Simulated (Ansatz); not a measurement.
# Active spaces for CH₂, singlet

Computed with Ansatz's Gaussian-basis code (development build). Basis cc-pVTZ, nonrelativistic, no frozen core. State-specific CASSCF; RHF is the lowest restricted (open-shell) Hartree–Fock solution met. Solutions may break the symmetry of the shape. No proof that the lowest CASSCF solution was found.

Geometry:

```xyz
3

C     0.0000    0.0000    0.0000
H     0.0000    0.8627    0.6937
H     0.0000   -0.8627    0.6937
```

Task: What do CASSCF and its corrections give against RHF in CAS(6,6), and what are the occupations?

Result: CASSCF -1.676 eV, SC-NEVPT2 -4.280 eV; occupations 1.98, 1.98, 1.91, 0.09, 0.02, 0.02.
